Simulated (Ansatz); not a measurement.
We consider α-quartz (SiO2), described by LDA (Ansatz, an electronic-structure program, plane waves, PAW).

Numerical settings: plane-wave cutoff 520 eV, 6×6×4 k mesh (along the axes of the cell as run), perturbation theory, scalar-relativistic PAW data made under PBE.

Computed at the level's own relaxed cell.

Q: Give the computed electronic dielectric constant ε∞ (mean over three axes) and static dielectric constant (mean over three axes).

A: 
* **electronic dielectric constant ε∞ (mean over three axes)**: 2.54
* **static dielectric constant (mean over three axes)**: 4.75

Measured, for comparison: high-frequency dielectric constant 2.36 (temperature not stated, no zero-point or thermal correction, mean, our sources range from 2.30 to 2.36; as tabulated in Chen et al. (2018), doi:10.1103/physrevmaterials.2.073803); static dielectric constant 4.5 (temperature not stated, no zero-point or thermal correction, mean of the two values across and the one along c; as tabulated in He et al. (2014), arXiv:1309.4805). Computed (rounded) less measured: high-frequency dielectric constant +8 % (+8 % to +10 % over the range), static dielectric constant +6 %.

Cost on a shared machine: about 21 core-minutes (a rough figure).
